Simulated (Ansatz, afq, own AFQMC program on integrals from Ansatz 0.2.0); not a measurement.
**BH₄, doublet → BH4⁺, triplet**

```tsv
atom	x (Å)	y (Å)	z (Å)
B	0.0000	0.0000	0.0000
H	0.4147	0.8125	0.8107
H	-0.4243	-0.8077	0.8105
H	-0.4128	0.8086	-0.8154
H	0.4225	-0.8134	-0.8057
```

E(triplet, charge +1) − E(doublet, charge +0) at this geometry, on UHF and UHF determinants.

Basis cc-pVTZ. Noble-gas cores (and the filled d shells of Ga–Kr and In–Xe) are frozen. Integrals, coupled cluster, full CI and functionals: Ansatz 0.2.0; the random walks run on the same integrals in our own AFQMC program. The CISD trial takes its coefficients from CCSD amplitudes. Released means that phaseless walkers are propagated on without the constraint, phases kept. ± is one standard error of the sampling. The errors of all members are added in quadrature.

No full CI on the walks' own integrals is used here; CCSDT(Q) serves as the reference and is uncertain by about the last step of the cluster series. Each member takes its own surest rung, up to full CI.

The best estimate is CCSD(T) at the basis-set limit (CBS: def2-TZVPP and def2-QZVPP, with their diffuse functions for anions and beside diffuse sets, CCSD(T) itself extrapolated) plus the step from CCSD(T) to CCSDT(Q) in cc-pVTZ. Rows without CBS are in cc-pVTZ; B2PLYP and the wave-function rows carry a basis error of their own. Core correlation and relativity beyond core potentials are missing, and ± holds the sampling alone.

Cautions: BH₄ (doublet): the released energies are still falling, so no released level is given (meV from the phaseless value at times in 1/Eh: -5 ± 3 at 0.24, -5 ± 3 at 0.50, -10 ± 3 at 1.00, -11 ± 3 at 1.50), though the last usable value meets CCSDT(Q) within the noise; BH₄⁺ (triplet): lower spins were not checked, the released energies have errors that jump between times, so the bars are unsure, so no released level is given (meV from the phaseless value at times in 1/Eh: -4.1 ± 2.0 at 0.24, -9.3 ± 2.3 at 0.50, -8 ± 5 at 1.00, -15.5 ± 1.4 at 1.50), though the last usable value meets CCSDT(Q) within the noise, the ph-AFQMC/HF walk drifts between its halves (2.4 errors), its ph-AFQMC/CISD value lies 18.2 ± 2.0 meV above CCSDT(Q); this needn't be the first ionization.

Best estimate: 1258.1 kJ/mol.

```
        level  vertical ionization energy (kJ/mol)  error against the best estimate (kJ/mol)
           HF                               1130.4                                    -127.7
          MP2                               1240.3                                     -17.8
         CCSD                               1247.3                                     -10.8
      CCSD(T)                               1251.5                                      -6.5
        CCSDT                               1251.6                                      -6.4
     CCSDT(Q)                               1251.8                                      -6.2
ph-AFQMC/CISD                         1252.6 ± 0.4                                -5.5 ± 0.4
       HF/CBS                               1129.9                                    -128.2
      MP2/CBS                               1248.4                                      -9.7
  CCSD(T)/CBS                               1257.8                                      -0.3
          PBE                               1243.4                                     -14.7
       r2SCAN                               1248.4                                      -9.6
         PBE0                               1245.9                                     -12.2
        B3LYP                               1256.3                                      -1.7
      wB97M-V                               1255.3                                      -2.7
       B2PLYP                               1249.6                                      -8.5
```

Correlation beyond CCSD(T) adds 0.3 kJ/mol. Going to the basis-set limit adds 6.2 kJ/mol at CCSD(T). The perturbative (T) step is worth +4.3 kJ/mol. The functionals spread over 13.0 kJ/mol; B3LYP and wB97M-V come nearest and PBE is 14.7 kJ/mol too low.

Best estimates are given only where the step beyond CCSD(T) is under 0.3 eV and no member's determinant is very poor (T1 over 0.05, or 0.07 for open shells, ⟨S²⟩ too high by 0.3, two states mixed), so the hardest cases are missing from such tables.

The functionals ran in a triple-zeta set and keep a basis error of their own, a few kJ/mol for each bond in atomization energies and more for double hybrids, so close places among them and the extrapolated levels can swap.

CCSDT and higher add their correlation energy to the determinant of the CCSD(T) run, since their own runs factorise the integrals more tightly (a shift of under 2 meV). Each member of a difference takes its own highest rung, so a best estimate needn't equal the limit plus the step of one row. A walk keeps the symmetry of its determinant, which the program's search chose and which needn't be the lowest solution, so a lower state of the same spin and another symmetry isn't excluded.
